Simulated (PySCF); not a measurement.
These 2 structures share the formula C4H4OS. Computed with PBE0-D3(BJ)/def2-SVP geometry optimisation, gas phase (PySCF). One conformer each; no zero-point energy, no entropy. No frequencies were run at this level. Point groups hold within 0.08 Å.

Question: Rank from lowest to highest electronic energy at this level (kJ/mol).
A. `[OH:1][c:2]1[cH:3][cH:4][s:5][cH:6]1` with H–O1–C2–C3 180°
B. `[SH:1][c:2]1[cH:3][cH:4][cH:5][o:6]1` with H–S1–C2–C3 180° (2-furanthiol)

Answer: A (0.0), B (37.0).

As drawn, the lower has an O–H bond, which the higher lacks; the higher has an S–H bond, which the lower lacks.

| SMILES | E (Eh) | E rel (kJ/mol) | dipole (D) | point group | A, B, C (MHz) |
| --- | --- | --- | --- | --- | --- |
| Oc1ccsc1 | -627.54313 | 0.0 | 1.03 | Cs | 7200, 2543, 1879 |
| Sc1ccco1 | -627.52905 | 37.0 | 0.80 | Cs | 9028, 2144, 1732 |

How do the relative energies change in single points at PBE0/pcSseg-1 (no added dispersion term) on the same geometries?

| SMILES | PBE0-D3(BJ)/def2-SVP (kJ/mol) | PBE0/pcSseg-1 (kJ/mol) | shift |
| --- | --- | --- | --- |
| Oc1ccsc1 | 0.0 | 0.0 | 0.0 |
| Sc1ccco1 | 37.0 | 35.9 | -1.1 |

Each column counts from its own lowest isomer. The order is unchanged; the largest shift is 1.1 kJ/mol.
